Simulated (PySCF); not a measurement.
Compound: C4H4F (doublet state).
Atom-mapped SMILES: `[CH2:1]=[C:2]1[CH:3][C@@H:4]1[F:5]` (hydrogens: H6, H7 on C1; H8 on C3; H9 on C4)

The calculation used PySCF, UKS B3LYP, pcH-1 on C F H, non-relativistic, mean-field spin-orbit, GIAO. Isolated species at its GFN2-xTB geometry, gas phase. Couplings are sensitive to structure, and on GFN2-xTB geometries they can be far from those on DFT ones. The SCF solution wasn't tested for stability. ⟨S²⟩ is 0.774 where a pure state has 0.75.

Task: What is the g tensor, term by term?

Result: 
```csv
Δg (ppm),1,2,3
relativistic mass correction,-144,-144,-144
gauge correction,5,38,28
orbital Zeeman/spin–orbit,170,383,708
total,31,277,592
```

So g = 2.00235, 2.00260, 2.00291 and g_iso = 2.00262; the tensor is rhombic: the two nearest values differ by 44 % of g3 − g1. 

Task: Average each term over the three axes. Which is largest in size?

Result: The orbital-Zeeman/spin–orbit term 420, the mass correction -144 and the gauge correction 24 ppm, for a total of 300 ppm. The orbital-Zeeman/spin–orbit term is the largest in size. The mass correction is the same along every axis, so the anisotropy comes from the other two: their spans along these axes are 33 (gauge) and 538 ppm (orbital Zeeman/spin–orbit).

Task: What effective moment and Curie constant follow for a powder?

Result: With the mean of g² = 4.0105 and S(S+1) = 0.75: μ_eff = √(⟨g²⟩S(S+1)) = 1.734 μB and χT = 0.12505·⟨g²⟩·S(S+1) = 0.376 cm³ K/mol (cgs; spin-Hamiltonian part alone).

Task: In a frozen sample, at which fields do the three g values resonate at 9.5, 34, 94 and 263 GHz (hyperfine left aside), and which band first spreads them over more than twice a line width of 0.5 mT?

Result: 
| band | GHz | B(g3) mT | B(g2) mT | B(g1) mT | spread mT |
| --- | --- | --- | --- | --- | --- |
| X | 9.5 | 338.88 | 338.94 | 338.98 | 0.09 |
| Q | 34.0 | 1212.85 | 1213.04 | 1213.19 | 0.34 |
| W | 94.0 | 3353.16 | 3353.69 | 3354.10 | 0.94 |
| J | 263.0 | 9381.72 | 9383.20 | 9384.35 | 2.63 |

The spread grows in proportion to the frequency. J band is the first where it exceeds 1.0 mT.

Largest spin populations (Mulliken): C1 (+0.70), C3 (+0.61) and C2 (-0.24). The positive populations add up to 1.33 and the negative ones to -0.33, together 2S = 1. The angles at C1 add up to 360.0°, so it is planar; its axial dipolar tensor and the negative couplings of its protons fit spin in a p orbital normal to that plane.

The HOMO–LUMO gaps are 6.71 eV among the α and 4.92 eV among the β orbitals.
